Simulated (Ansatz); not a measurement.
We consider rock-salt NaCl, described by r²SCAN in Ansatz (plane waves, PAW).

Total energies, extrapolated to zero smearing (they compare only within this program, potentials and cutoff; free atoms with spin allowed, lowest state found):

```json
[
 {"system": "rock-salt NaCl, relaxed", "energy (eV/atom)": "-1288.1640"},
 {"system": "free Na atom", "energy (eV/atom)": "-1487.5383"},
 {"system": "free Cl atom", "energy (eV/atom)": "-1082.2203"}
]
```

**Question.** Work out the cohesive energy per atom.

**Answer.** E_coh = [1 × (-1487.5383) + 1 × (-1082.2203)]/2 − (-1288.1640) = 3.28 eV/atom. The reference value is 3.34 eV/atom (measured, static lattice: zero-point vibration energy added; as tabulated in Mejia-Rodriguez and Trickey (2018), arXiv:1807.09216), a difference of -0.06 eV/atom.

The PAW data were made under PBE.

Ansatz is a program for electronic structure.
